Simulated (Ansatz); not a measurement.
What does this script print? It uses the Ansatz DFT code, driven from Python.

Script `alfh4si.py`:
```python
# -*- coding: utf-8 -*-
"""A short Born-Oppenheimer trajectory of AlFH4Si."""

import ansatz as az
import numpy as np

alfh4si = (
    az.Crystal.molecule()
    .atom("F", (-1.4528, -2.2799, 0.2659))
    .atom("Al", (-0.1682, -1.1143, 0.6931))
    .atom("Si", (0.1194, 0.8831, -0.5445))
    .atom("H", (0.881, -1.4519, 1.9084))
    .atom("H", (-0.8614, 0.9636, -1.6079))
    .atom("H", (0.0235, 2.0518, 0.3699))
    .atom("H", (1.5197, 0.8795, -1.1306))
)

job = (
    alfh4si.calculation()
    .basis(gaussian="def2-SVP")
    .functional("pbe0")
    .md("nvt_nose_hoover", timestep=0.5, steps=30, temperature=800, initial_velocities="maxwell_boltzmann", seed=52, thermostat_time=20)
)
frames = []
job.session().plan().execute(on_event=lambda e: frames.append(e["data"]) if e["event"] == "md_step" else None)
print("t (fs)   E_pot (eV)      E_kin (eV)   T (K)   d(0-1) (A)")
for f in frames[::3]:
    xyz = np.array(f["positions_ang"])
    print(f"{f['time_fs']:6.2f} {f['lagrangian_ev']:14.5f} {f['e_kin_ev']:10.5f} {f['temperature_k']:8.1f} {np.linalg.norm(xyz[0] - xyz[1]):9.4f}")
kept = np.array([f["conserved_ev"] for f in frames])
print(f"conserved energy moves by at most {1000 * np.ptp(kept):.3f} meV")
```

```console
$ python alfh4si.py
t (fs)   E_pot (eV)      E_kin (eV)   T (K)   d(0-1) (A)
  0.00   -17241.83354    0.51704    800.0    1.7864
  1.50   -17241.74274    0.42752    661.5    1.7963
  3.00   -17241.70628    0.39237    607.1    1.8009
  4.50   -17241.77626    0.46314    716.6    1.8001
  6.00   -17241.81250    0.50209    776.9    1.7935
  7.50   -17241.76523    0.45862    709.6    1.7814
  9.00   -17241.69951    0.39687    614.1    1.7640
 10.50   -17241.68332    0.38508    595.8    1.7418
 12.00   -17241.73888    0.44619    690.4    1.7157
 13.50   -17241.82060    0.53522    828.1    1.6868
 15.00   -17241.82577    0.54944    850.1    1.6564
conserved energy moves by at most 1.868 meV
```

Reading the output:
- Total energies depend on the basis set; only differences at equal settings carry meaning.
- The trajectory is only some femtoseconds long, so its temperature is not equilibrated; where the script doesn't relax first, it starts from a rough generated geometry.
- The temperature counts the internal degrees of freedom alone.
- Timing: 63 s on 1 thread of Arm Neoverse V1 (shared host), peak memory 0.2 GiB.

(A comment or docstring line of the script was reworded after the run, the code is as it ran; lines on the test bed's own set-up are left out of the output.)
